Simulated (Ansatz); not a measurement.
Input file:

```yaml
crystal:
  periodic: [false, false, false]
  atoms:
    - {symbol: Al, position_ang: [0.000000, 0.000000, 0.105100]}
    - {symbol: C, position_ang: [0.000000, 0.000000, -1.811100]}
    - {symbol: H, position_ang: [0.000000, 0.000000, 1.706000]}
basis:
  gaussian: {orbitals: 6-31G}
magnetization: {spin_polarized: false, initial_magnetization: 4}
correlation: {method: sc_nevpt2, electrons: outside_noble_gas, active_space: {window: {electrons: 8, orbitals: 9}, shells: [{species: Al, l: s, shell: 3}, {species: Al, l: p, shell: 3}, {species: C, l: s, shell: 2}, {species: C, l: p, shell: 2}, {species: H, l: s, shell: 1}]}}
```

```sh
$ ansatz run in.yaml --threads 1 --pin off --events-out ev --progress --plain --max-ram 2393MiB
```

Output:

```
501 factors; integrals over basis functions are off by at most 1.2e-7 eV
mean field evaluation 1: about -7620.2036 eV, gradient 7.0e0 eV
mean field evaluation 2: about -7620.2082 eV, gradient 7.0e0 eV
mean field evaluation 4: about -7621.2219 eV, gradient 1.7e0 eV
mean field evaluation 8: about -7621.3090 eV, gradient 9.9e-2 eV
mean field evaluation 16: about -7621.3583 eV, gradient 5.7e-1 eV
mean field evaluation 32: about -7621.7180 eV, gradient 2.4e-6 eV
mean field evaluation 64: about -7620.3123 eV, gradient 7.1e0 eV
mean field evaluation 96: about -7621.6905 eV, gradient 2.1e0 eV
mean field evaluation 128: about -7621.7138 eV, gradient 1.9e-1 eV
mean field -7621.71803466 eV, -280.0929715877 hartree, gradient 2.4e-6 eV, S^2 6.000000; 12 other end points of the search recorded, 0 dependent functions left out
reference -7621.71803466 eV, -280.0929715877 hartree; 12, 8 occupied and 12, 16 virtual orbitals, 501 factors
state -7622.99737022 eV, -280.1399863025 hartree
state -7622.99737022 eV, -280.1399863025 hartree; corrected -7623.62414139 eV, -280.1630197180 hartree
Total energy: -7623.62414139 eV, -280.1630197180 hartree
Checks for a lower state left out: starts, orbital_swaps
```

For the same geometry and basis full CI lies 240.6 meV lower.

Ran on 1 thread of Arm Neoverse V1, shared host: 2.6 s wall, 0.08 GiB peak host memory.
